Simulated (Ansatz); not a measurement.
`FC1NCN1` + H₂ → `C1NCN1` + H–F  (hydrogenolysis of a C–F bond)

Program: Ansatz. Geometries: PBE0-D4/def2-TZVP. ΔE: electronic, gas phase. CBS: MP2 limit from def2 TZ/QZ plus the TZ coupled-cluster correction, frozen cores. This one scheme is used for every species. DFT in def2-TZVPP. B3LYP here is the variant with VWN-RPA as its local correlation; programs differ in this.

```json
{"level": "ωB97M-V", "ΔE (kJ/mol)": "-26.4", "difference from CCSD(T)/CBS": "14.3"}
{"level": "B2PLYP", "ΔE (kJ/mol)": "-32.1", "difference from CCSD(T)/CBS": "8.6"}
{"level": "B3LYP", "ΔE (kJ/mol)": "-29.2", "difference from CCSD(T)/CBS": "11.5"}
{"level": "HF/def2-TZVPP", "ΔE (kJ/mol)": "-37.2", "difference from CCSD(T)/CBS": "3.5"}
{"level": "MP2/def2-TZVPP", "ΔE (kJ/mol)": "-40.8", "difference from CCSD(T)/CBS": "-0.1"}
{"level": "SCS-MP2/def2-TZVPP", "ΔE (kJ/mol)": "-39.5", "difference from CCSD(T)/CBS": "1.2"}
{"level": "CCSD(T)/def2-TZVPP", "ΔE (kJ/mol)": "-37.0", "difference from CCSD(T)/CBS": "3.7"}
{"level": "HF/def2-QZVPP", "ΔE (kJ/mol)": "-38.3", "difference from CCSD(T)/CBS": "2.4"}
{"level": "MP2/def2-QZVPP", "ΔE (kJ/mol)": "-43.3", "difference from CCSD(T)/CBS": "-2.6"}
{"level": "HF/CBS(def2)", "ΔE (kJ/mol)": "-38.4", "difference from CCSD(T)/CBS": "2.3"}
{"level": "CCSD(T)/CBS", "ΔE (kJ/mol)": "-40.7", "difference from CCSD(T)/CBS": "0"}
```

Largest T1 diagnostic among the species: 0.011.

From PBE to PBE0 (25 % exact exchange), in def2-TZVPP and without D4, ΔE moves by −7.5 kJ/mol.
